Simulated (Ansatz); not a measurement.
Consider the formal exchange of groups at a C–C bond: `C=CC(=C)N` + `CF` → `C=C(N)CF` + `C=C`.

Calculated with Ansatz (gas phase, PBE0-D4/def2-TZVP geometries, no zero-point term in ΔE). CCSD(T)/CBS adds triple-zeta CCSD(T) − MP2 to the extrapolated MP2 energy (def2 sets, frozen cores). This one scheme is used for every species. Functionals use def2-TZVPP. One conformer a species, not always the lowest.

```json
{"level": "PBE-D4", "ΔE (kJ/mol)": "14.5"}
{"level": "ωB97X-V", "ΔE (kJ/mol)": "5.7"}
{"level": "ωB97M-V", "ΔE (kJ/mol)": "5.5"}
{"level": "CCSD/CBS(def2)", "ΔE (kJ/mol)": "8.4"}
```

Task: What does CCSD(T)/CBS give? (Best estimate.)

Result: The calculation gave: +10.4 kJ/mol. The listed levels differ from it by 4.1, -4.7, -4.9, -2.0 kJ/mol.

Largest T1 diagnostic among the species: 0.012.

In def2-TZVPP, CCSD(T) changes the Hartree–Fock value by +5.0 kJ/mol (the triples alone add +2.0 kJ/mol) and MP2 by +9.6 kJ/mol.
